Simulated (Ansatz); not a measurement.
A made-up structure of SiH2Cl, doublet:

Si1  (1.616, -0.069, 0.811)
Cl2  (-0.303, 0.278, 0.169)
H3  (-0.985, -0.862, 0.239)
H4  (-0.254, 0.734, -1.080)
(Å)

It is relaxed with PBE-D4/def2-SVP and then PBE0-D4/def2-TZVP (Ansatz 0.2.0). Atoms count as bonded within 1.22 times the sum of their covalent radii (H–H: 0.88 Å). The end point is not checked to be a true minimum.

Q: Does its bonding change? (Judge from chemistry; the calculation decides.)

A: Computed: Yes. Formed: none; broken: Cl2–H3, Cl2–H4.

Where it ends: The first stage lowers the energy by 2.50 eV in 14 steps. It ends as a complex of SiCl + H + H:
Si1  (2.355, 0.079, 1.400)
Cl2  (0.545, 0.082, 0.402)
H3  (-2.261, -1.893, 0.701)
H4  (-0.564, 1.813, -2.363)
(Å)

For scale, one of the runs: PBE0-D4/def2-TZVP relaxation, 86 basis functions, launched by `ansatz run in.yaml --threads 2 --pin off --events-out ev --progress --plain --max-ram 4352MiB`. The run took about 2.3 min on 2 CPU threads of an Arm Neoverse V1 (shared host).
